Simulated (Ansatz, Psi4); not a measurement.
Ansatz → Psi4

This Ansatz 0.2.0 job computes SiH3 (silyl radical):

in.yaml:
```yaml
crystal:
  periodic: [false, false, false]
  atoms:
    - {symbol: Si, position_ang: [0.293780, -0.026900, -0.164030]}
    - {symbol: H, position_ang: [0.559150, 0.665300, 1.123900]}
    - {symbol: H, position_ang: [-0.224040, -1.401650, 0.060130]}
    - {symbol: H, position_ang: [-0.628890, 0.763250, -1.019990]}
basis:
  gaussian:
    orbitals: cc-pVTZ
magnetization:
  spin_polarized: true
  initial_magnetization: 1
correlation:
  method: ccsd
  frozen_orbitals: {H: 0, Si: 5}
accuracy: high
scf:
  omitted_lower_state_checks: [cluster_reference, increment]
```

```bash
$ ansatz run in.yaml --threads 1 --pin off --max-ram 3480MiB --events-out events.jsonl --progress --plain --runs-dir runs
```

The shape is that of a PBE0-D4/def2-TZVP optimisation.

It gives a total energy of -290.782999 Eh.

Task: How is this level of theory, on these atoms, set up in Psi4 1.11 as a Python script?

Result: This input was run:

job.py:
```python
import psi4

psi4.set_memory(2200000000)
psi4.set_num_threads(1)
psi4.set_output_file('run.log', False)

m = psi4.geometry("""
0 2
Si
H 1 1.486044
H 1 1.486043 2 111.24813
H 1 1.486043 3 111.24925 2 -124.63993
symmetry c1
""")

options = {'basis': 'cc-pVTZ', 'reference': 'uhf', 'puream': True, 'e_convergence': 1e-09, 'd_convergence': 1e-08, 'scf_type': 'pk', 'num_frozen_docc': 5, 'maxiter': 100}
psi4.set_options(options)

e = psi4.energy("ccsd", molecule=m)
print(f'ccsd energy: {e:.10f} Eh')
```

```bash
$ python job.py
```

Its energy is -290.782999 Eh, the same as the first but for the last digit, at most.
